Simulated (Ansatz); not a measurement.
**AlCCl (triplet): from Hartree-Fock to the top rungs, def2-QZVPP**

One table from this session's results is given with a row withheld; the runs are named, their logs left out.

Computed with Ansatz 0.2.0, Gaussian basis. Level: def2-QZVPP, core rule «outside noble gas», up to 11 orbitals frozen.

Plan: UHF; ROHF; CCSD(T) on UHF.

2 further runs of the same task are left out: 2 set aside as unsound or not needed.

## What is computed

The geometry is a PBE0/def2-TZVP stationary point (not a proven minimum).

3 atoms, charge 0, spin multiplicity 3.

Atoms are counted from 1 here; the program's logs count them from 0.

Bond lengths: Al1–C2 1.945 Å, C2–Cl3 1.645 Å. Angles: Al1–C2–Cl3 180.0°.

Set-up of the first run:

in.yaml reads:

```yaml
crystal:
  periodic: [false, false, false]
  atoms:
    - {symbol: Al, position_ang: [0.000000, 0.000000, 1.845217]}
    - {symbol: C, position_ang: [0.000000, 0.000000, -0.099904]}
    - {symbol: Cl, position_ang: [0.000000, 0.000000, -1.745313]}
basis:
  gaussian: {orbitals: "def2-QZVPP.json"}
magnetization: {spin_polarized: true, initial_magnetization: 2}
hamiltonian: {xc: hf}
output: {orbitals: {seedname: orbitals}}
```

Command:

```
> ansatz run in.yaml --threads 1 --pin off --events-out ev --progress --plain --max-ram 2393MiB
```

Among the steps run: UHF; ROHF; CCSD(T) on UHF.

One of the session's tables, all rows but one given; the rest of the session is left out.

| method | from UCCSD(T) (meV) |
| --- | --- |
| ROHF | ? |
| UHF | +11784.7 |
| UMP2 | +1542.3 |
| UCCSD | +567.4 |
| UCCSD(T) | 0 |

Q: Estimate the row for ROHF from the others.

The run gave: from UCCSD(T) (meV): +12050.8. In the column «from UCCSD(T) (meV)» it is the highest.
